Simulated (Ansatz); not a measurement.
A (100) slab of Ag (Fm-3m (No. 225)), 6 planes, outer planes Ag (top) and Ag (bottom), with 6 atoms (Ag6) in a surface cell of A = 8.422 Å², as cut from the bulk:

```xyz
6
Lattice="2.9021 0.0000 0.0000 0.0000 2.9021 0.0000 0.0000 0.0000 25.2604" Properties=species:S:1:pos:R:3 pbc="T T T"
Ag    1.4510    1.4510    7.5000
Ag    0.0000    0.0000    9.5521
Ag    1.4510    1.4510   11.6042
Ag    0.0000    0.0000   13.6562
Ag    1.4510    1.4510   15.7083
Ag    0.0000    0.0000   17.7604
```

All numbers below come from DFT r2SCAN, scalar-relativistic, plane waves, PAW (Ansatz). Settings: cutoff 500 eV, Γ-centred mesh 12×12×1 on the computed 6-atom cell, Gaussian smearing of 0.10 eV; no spin polarisation. The cell repeats along c with a dipole correction in the vacuum.

Against the same 6 atoms in the bulk, the slab as cut lies 1.046 eV higher and the relaxed slab 1.038 eV higher.

**Question.** Work out the surface energy before and after relaxation.

**Answer.** The slab has two faces, so γ = (E_slab − N·E_bulk)/(2A), the mean of both. As cut: 1.046/(2 × 8.422) = 0.0621 eV/Å², and 1 eV/Å² = 16.02 J/m², so γ = 0.99 J/m². Relaxed: 1.038/(2 × 8.422) = 0.0616 eV/Å² = 0.99 J/m². Relaxation recovers 0.8 % of the cost of cutting.

**Question.** A cut through this plane breaks about 4 nearest-neighbour bonds a surface cell. What does each broken bond cost, before relaxation?

**Answer.** One cut makes two faces and costs 2γA = 1.046 eV, shared by 4 bonds: 0.26 eV a bond. In a metal this is less than the cohesive energy a bond, since the bonds that remain at the surface strengthen.

**Question.** What is the ideal work of this cut, per area?

**Answer.** Griffith's ideal work is 2γ: 1.99 J/m² if the new faces stay rigid, 1.97 J/m² if they relax. One thickness was run, 6 planes, so γ can still shift with it.